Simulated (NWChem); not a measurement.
**Polarisability of chlorine (Cl2)**

```xyz
2

Cl     0.0000     0.0000     1.0128
Cl     0.0000     0.0000    -1.0128
```
Charge 0, spin multiplicity 1.

Everything below was run with NWChem. All single points use one geometry, from PBE0/def2-SVP, a minimum by its harmonic frequencies.

Basis set: 6-31G*. Static limit. This basis has no diffuse functions, which lowers polarisabilities.

```json
[
 {"method": "HF", "isotropic polarisability (bohr³)": "19.14", "difference from CCSD linear response": "+1.00"},
 {"method": "B3LYP", "isotropic polarisability (bohr³)": "18.16", "difference from CCSD linear response": "+0.02"},
 {"method": "PBE", "isotropic polarisability (bohr³)": "17.97", "difference from CCSD linear response": "-0.16"},
 {"method": "PBE0", "isotropic polarisability (bohr³)": "18.15", "difference from CCSD linear response": "+0.01"},
 {"method": "CCSD linear response", "isotropic polarisability (bohr³)": "18.14", "difference from CCSD linear response": "0.00"}
]
```

The values span 1.16 bohr³, from PBE (lowest) to HF (highest). 

The correlated methods keep 10 core orbitals frozen. B3LYP has NWChem's definition, with VWN1-RPA local correlation. The Pople sets run with spherical d functions. No row is a measurement; the coupled-cluster row has its own basis-set and correlation limits.
